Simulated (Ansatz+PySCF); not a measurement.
The numbers below are computed, except where a source is named.
# Several solutions for triplet BNH₂ in separate pieces

```xyz
4

N     0.0000    0.0000   -0.4711
H     0.0000    0.0000    3.2974
B    30.0000    0.0000   -0.2087
H    30.0000    0.0000    1.0436
```

Basis set: 6-31G (spherical functions). Charge 0, multiplicity 3.

CASSCF(4,4) was run from several starts with Ansatz (development build ahead of 0.2.0) and PySCF 2.14.0. The starts are those of the Hartree–Fock orbitals from which the active space was taken at the frontier.

| run | program | start | converged | energy (hartree) | <S²> |
| --- | --- | --- | --- | --- | --- |
| A | Ansatz | search for the lowest state | yes | -79.98919 | 2.00 |
| B | Ansatz | atomic start, no search | yes | -79.98919 | 2.00 |
| C | PySCF | program defaults | yes | -79.84907 | 2.00 |
| D | Ansatz | stability test followed | yes | -79.98919 | 2.00 |

(1) Which runs reached the lowest solution of this kind, and what is wrong with the others?

Results:

(1) A, B, D reached the lowest solution found. Converged but too high: C by 3.81 eV. Convergence only shows a stationary point; in CASSCF the end hangs on which orbitals enter the active space. Caution: other starts end on other solutions of this active space.
